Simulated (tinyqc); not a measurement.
RHF in the sto-6g basis, for CH3-, spin multiplicity 1, step by step (part 2 of 2). The basis has no diffuse functions, so it cannot describe the extra electron: this is an exercise in the method, not the real anion. Computed by tinyqc, a small Python program that keeps every step (integrals from PySCF). Command: `OMP_NUM_THREADS=1 python tinyqc.py 27046 27047 out.jsonl` (the two numbers bound the seeds that draw the settings). One thread of a shared host (Intel(R) Xeon(R) Processor @ 2.60GHz), about 0.3 s of CPU time with the checks.

Geometry (angstrom):
```
atom         x         y        z
C      0.00000   0.00000  0.09200
H      1.26700   0.00000  0.00000
H     -0.63300   1.09700  0.00000
H     -0.63300  -1.09700  0.00000
```

## Iteration 2: building the Fock matrix

D after iteration 1, lower triangle:
```
           1C 1s    1C 2s    1C 2px    1C 2py    1C 2pz     2H 1s     3H 1s    4H 1s
1C 1s    2.09775
1C 2s   -0.38385  1.57754
1C 2px   0.00000  0.00002   1.21174
1C 2py   0.00000  0.00000   0.00000   1.21154
1C 2pz  -0.01406  0.06635   0.00000   0.00000   1.99295
2H 1s   -0.06559  0.18907   0.45904   0.00000  -0.03220   0.19755
3H 1s   -0.06562  0.18912  -0.22940   0.39741  -0.03221  -0.06324   0.19746
4H 1s   -0.06562  0.18912  -0.22940  -0.39741  -0.03221  -0.06324  -0.06325  0.19746
```

core Hamiltonian H = T + V (hartree), lower triangle:
```
            1C 1s     1C 2s    1C 2px    1C 2py    1C 2pz     2H 1s     3H 1s     4H 1s
1C 1s   -19.18932
1C 2s    -4.41525  -5.90231
1C 2px    0.00000   0.00003  -4.96092
1C 2py    0.00000   0.00000   0.00000  -4.96107
1C 2pz    0.00286   0.02966  -0.00001   0.00000  -4.82375
2H 1s    -0.78189  -1.98083  -1.74837   0.00000   0.13248  -3.42690
3H 1s    -0.78273  -1.98225   0.87429  -1.51518   0.13260  -0.41784  -3.42776
4H 1s    -0.78273  -1.98225   0.87429   1.51518   0.13260  -0.41784  -0.41789  -3.42776
```

nuclear repulsion = 8.2236027 hartree

Given earlier and not repeated: Two-electron integrals (ij|kl) in chemists' order.

J_ij = sum D_kl (ij|kl), K_ij = sum D_kl (ik|jl); F = H + J - 0.5 K; E = tr D H + tr D J / 2 - 0.25 tr D K + E_nn.

Coulomb J (hartree), lower triangle:
```
           1C 1s     1C 2s    1C 2px    1C 2py    1C 2pz    2H 1s    3H 1s    4H 1s
1C 1s   13.22305
1C 2s    2.49410   6.36045
1C 2px   0.00000   0.00001   6.36312
1C 2py   0.00000   0.00000   0.00000   6.36315
1C 2pz   0.00059  -0.00368   0.00000   0.00000   6.35507
2H 1s    0.44780   2.07187   1.95572   0.00000  -0.14307  4.00342
3H 1s    0.44828   2.07337  -0.97801   1.69492  -0.14321  0.41928  4.00444
4H 1s    0.44828   2.07337  -0.97801  -1.69492  -0.14321  0.41928  0.41932  4.00444
```

exchange K (hartree), lower triangle:
```
           1C 1s     1C 2s    1C 2px    1C 2py    1C 2pz    2H 1s    3H 1s    4H 1s
1C 1s    7.26531
1C 2s    1.21573   2.00735
1C 2px   0.00000  -0.00003   1.56981
1C 2py   0.00000   0.00000   0.00000   1.56989
1C 2pz  -0.00069   0.00834   0.00000   0.00000   1.73055
2H 1s    0.23309   0.74765   0.68151   0.00000  -0.04948  0.82095
3H 1s    0.23333   0.74813  -0.34075   0.59048  -0.04952  0.14154  0.82141
4H 1s    0.23333   0.74813  -0.34075  -0.59048  -0.04952  0.14154  0.14154  0.82141
```

Fock matrix F (hartree), lower triangle:
```
           1C 1s     1C 2s    1C 2px    1C 2py   1C 2pz     2H 1s     3H 1s    4H 1s
1C 1s   -9.59893
1C 2s   -2.52902  -0.54554
1C 2px   0.00000   0.00005   0.61729
1C 2py   0.00000   0.00000   0.00000   0.61713
1C 2pz   0.00380   0.02181  -0.00001   0.00000  0.66604
2H 1s   -0.45063  -0.28279  -0.13340   0.00000  0.01416   0.16605
3H 1s   -0.45111  -0.28295   0.06666  -0.11550  0.01416  -0.06933   0.16597
4H 1s   -0.45111  -0.28295   0.06666   0.11550  0.01416  -0.06933  -0.06934  0.16597
```

total energy of this density = -38.3163576 hartree

## Iteration 2: diagonalisation and new density

X, lower triangle:
```
           1C 1s     1C 2s    1C 2px    1C 2py   1C 2pz     2H 1s     3H 1s    4H 1s
1C 1s    1.02602
1C 2s   -0.14986   1.25384
1C 2px   0.00000  -0.00008   1.12066
1C 2py   0.00000   0.00000   0.00000   1.12084
1C 2pz   0.00169  -0.01664   0.00001   0.00000  1.00120
2H 1s    0.02041  -0.24383  -0.25846   0.00000  0.01765   1.15728
3H 1s    0.02042  -0.24406   0.12927  -0.22404  0.01767  -0.01989   1.15750
4H 1s    0.02042  -0.24406   0.12927   0.22404  0.01767  -0.01989  -0.01992  1.15750
```

overlap S, lower triangle:
```
          1C 1s    1C 2s    1C 2px    1C 2py    1C 2pz    2H 1s    3H 1s    4H 1s
1C 1s   1.00000
1C 2s   0.24323  1.00000
1C 2px  0.00000  0.00000   1.00000
1C 2py  0.00000  0.00000   0.00000   1.00000
1C 2pz  0.00000  0.00000   0.00000   0.00000   1.00000
2H 1s   0.04276  0.39317   0.39968   0.00000  -0.02902  1.00000
3H 1s   0.04281  0.39341  -0.19985   0.34634  -0.02905  0.08748  1.00000
4H 1s   0.04281  0.39341  -0.19985  -0.34634  -0.02905  0.08748  0.08747  1.00000
```

A level shift of 1 hartree raises the virtual space: F + shift (S - S D(s) S), with D(s) the density of one spin (D/2). Diagonalise F' = X^T F X, C = X C', fill 5 alpha and 5 beta electrons from the bottom; D = 2 C_occ C_occ^T. Each column has its largest component positive (the first on a tie).

F' = X^T F X (hartree), lower triangle:
```
          1         2         3         4        5         6         7        8
1  -9.38730
2  -1.47171   0.54327
3   0.00000  -0.00008   1.19997
4   0.00000   0.00000   0.00000   1.20023
5   0.00941  -0.03536   0.00001   0.00000  0.67130
6  -0.01538  -0.57894  -0.80847   0.00000  0.05469   1.20155
7  -0.01551  -0.57931   0.40417  -0.70037  0.05473  -0.02294   1.20179
8  -0.01551  -0.57931   0.40417   0.70037  0.05473  -0.02294  -0.02295  1.20179
```

orbital energies (hartree): MO1 -9.60355, MO2 -0.05274, MO3 0.22194, MO4 0.22208, MO5 0.66558, MO6 1.97380, MO7 2.20246, MO8 2.20303

coefficients C:
```
             MO1       MO2       MO3       MO4       MO5       MO6       MO7       MO8
1C 1s    0.99386  -0.21722   0.00000   0.00001  -0.02237  -0.20246   0.00018   0.00000
1C 2s    0.02688   0.70737   0.00000   0.00003   0.09787   1.12373  -0.00116   0.00000
1C 2px   0.00000  -0.00001   0.00000   0.57487  -0.00001   0.00081   1.01274   0.00000
1C 2py   0.00000   0.00000   0.57479   0.00000   0.00000   0.00000   0.00000   1.01306
1C 2pz  -0.00081  -0.03768   0.00000   0.00000   0.99525  -0.10806   0.00011   0.00000
2H 1s   -0.00488   0.21954   0.00000   0.49161  -0.02099  -0.65466  -0.86496   0.00000
3H 1s   -0.00489   0.21963   0.42566  -0.24569  -0.02100  -0.65391   0.43333  -0.74978
4H 1s   -0.00489   0.21963  -0.42566  -0.24569  -0.02100  -0.65391   0.43333   0.74978
```

D after iteration 2, lower triangle:
```
           1C 1s    1C 2s    1C 2px    1C 2py    1C 2pz     2H 1s     3H 1s    4H 1s
1C 1s    2.07087
1C 2s   -0.25825  1.02135
1C 2px   0.00001  0.00002   0.66095
1C 2py   0.00000  0.00000   0.00000   0.66076
1C 2pz  -0.02975  0.14146  -0.00001   0.00000   1.98388
2H 1s   -0.10414  0.30625   0.56522   0.00000  -0.05832   0.58069
3H 1s   -0.10419  0.30633  -0.28249   0.48933  -0.05834  -0.14421   0.58050
4H 1s   -0.10419  0.30633  -0.28249  -0.48933  -0.05834  -0.14421  -0.14424  0.58050
```

## Iteration 21 (converged): orbitals

converged F (hartree), lower triangle:
```
            1C 1s     1C 2s    1C 2px    1C 2py   1C 2pz     2H 1s     3H 1s     4H 1s
1C 1s   -10.57529
1C 2s    -2.72893  -0.87693
1C 2px    0.00000   0.00010   0.34969
1C 2py    0.00000   0.00000   0.00000   0.34944
1C 2pz    0.00765   0.00606  -0.00001   0.00000  0.20958
2H 1s    -0.48456  -0.39441  -0.22143   0.00000  0.02461  -0.01298
3H 1s    -0.48507  -0.39468   0.11071  -0.19183  0.02463  -0.08765  -0.01325
4H 1s    -0.48507  -0.39468   0.11071   0.19183  0.02463  -0.08765  -0.08768  -0.01325
```

Diagonalise F' = X^T F X, C = X C', fill 5 alpha and 5 beta electrons from the bottom; D = 2 C_occ C_occ^T. Each column has its largest component positive (the first on a tie).

F' = X^T F X (hartree), lower triangle:
```
           1         2         3         4        5         6         7        8
1  -10.36716
2   -1.48344  -0.00593
3   -0.00001  -0.00001   0.63907
4    0.00000   0.00000   0.00000   0.63915
5    0.01248  -0.03085   0.00000   0.00000  0.21284
6   -0.05075  -0.35310  -0.43830   0.00000  0.03534   0.31315
7   -0.05090  -0.35335   0.21916  -0.37980  0.03537  -0.02736   0.31326
8   -0.05090  -0.35335   0.21916   0.37980  0.03537  -0.02736  -0.02742  0.31326
```

orbital energies (hartree): MO1 -10.57812, MO2 -0.36322, MO3 -0.06755, MO4 -0.06738, MO5 0.20632, MO6 0.83324, MO7 1.04699, MO8 1.04738

coefficients C:
```
             MO1       MO2       MO3       MO4       MO5       MO6       MO7       MO8
1C 1s    0.99541  -0.19760   0.00000  -0.00003  -0.02694  -0.21404   0.00012   0.00000
1C 2s    0.02024   0.62106   0.00000   0.00016   0.12939   1.17072  -0.00079   0.00000
1C 2px   0.00000  -0.00011   0.00000   0.42596  -0.00001   0.00051   1.08382   0.00000
1C 2py   0.00000   0.00000   0.42596   0.00000   0.00000   0.00000   0.00000   1.08408
1C 2pz  -0.00100  -0.02371   0.00000   0.00001   0.99165  -0.14031   0.00009   0.00000
2H 1s   -0.00363   0.26809   0.00000   0.60907  -0.04154  -0.63492  -0.78701   0.00000
3H 1s   -0.00363   0.26836   0.52727  -0.30433  -0.04153  -0.63467   0.39404  -0.68215
4H 1s   -0.00363   0.26836  -0.52727  -0.30433  -0.04153  -0.63467   0.39404   0.68215
```

D after iteration 21, lower triangle:
```
           1C 1s    1C 2s    1C 2px    1C 2py    1C 2pz     2H 1s     3H 1s    4H 1s
1C 1s    2.06123
1C 2s   -0.21212  0.80574
1C 2px   0.00002  0.00000   0.36288
1C 2py   0.00000  0.00000   0.00000   0.36289
1C 2pz  -0.04606  0.22714  -0.00001   0.00000   1.96786
2H 1s   -0.11097  0.32230   0.51882   0.00000  -0.09506   0.88916
3H 1s   -0.11103  0.32234  -0.25932   0.44920  -0.09510  -0.22336   0.88878
4H 1s   -0.11103  0.32234  -0.25932  -0.44920  -0.09510  -0.22336  -0.22329  0.88878
```

## Convergence

Stop when the energy changes by less than 1e-09 hartree and every element of the error matrix X^T (F D S - S D F) X is below 9e-06.

Course of the cycle:
```
iteration  E (hartree)     change  largest element of the error matrix
1          -35.8123060          -                             7.19e-01
2          -38.3163576  -2.50e+00                             6.76e-01
3          -38.9919615  -6.76e-01                             2.83e-01
4          -39.0811852  -8.92e-02                             1.41e-01
5          -39.1024808  -2.13e-02                             7.12e-02
6          -39.1080684  -5.59e-03                             3.41e-02
7          -39.1093730  -1.30e-03                             1.63e-02
8          -39.1096904  -3.17e-04                             7.60e-03
9          -39.1097692  -7.88e-05                             3.51e-03
10         -39.1097909  -2.17e-05                             1.62e-03
11         -39.1097970  -6.12e-06                             7.75e-04
12         -39.1097988  -1.83e-06                             4.89e-04
13         -39.1097994  -6.14e-07                             3.09e-04
14         -39.1097997  -2.28e-07                             1.90e-04
15         -39.1097997  -8.02e-08                             1.18e-04
16         -39.1097998  -2.92e-08                             7.40e-05
17         -39.1097998  -1.15e-08                             4.53e-05
18         -39.1097998  -4.18e-09                             2.82e-05
19         -39.1097998  -1.59e-09                             1.75e-05
20         -39.1097998  -6.19e-10                             1.08e-05
21         -39.1097998  -2.33e-10                             6.65e-06
```

PySCF RHF in the same basis = -39.1097998 hartree

Converged in 21 iterations.

## Populations, bond orders and dipole

Mulliken: Z minus the diagonal of D S on the atom; Loewdin: the same with S^(1/2) D S^(1/2); Mayer order: 2 sum_s sum (D(s) S)_ij (D(s) S)_ji over the two atoms.

Charges (e):
```
atom  Mulliken   Loewdin
1C    -0.45395  -0.50510
2H    -0.18217  -0.16512
3H    -0.18194  -0.16489
4H    -0.18194  -0.16489
```

Mayer bond orders:
```
pair    order
2-1   0.92533
3-1   0.92542
3-2   0.02074
4-1   0.92542
4-2   0.02074
4-3   0.02074
```

dipole moment about the origin, x y z (debye): -0.00202  0.00000  -0.73033
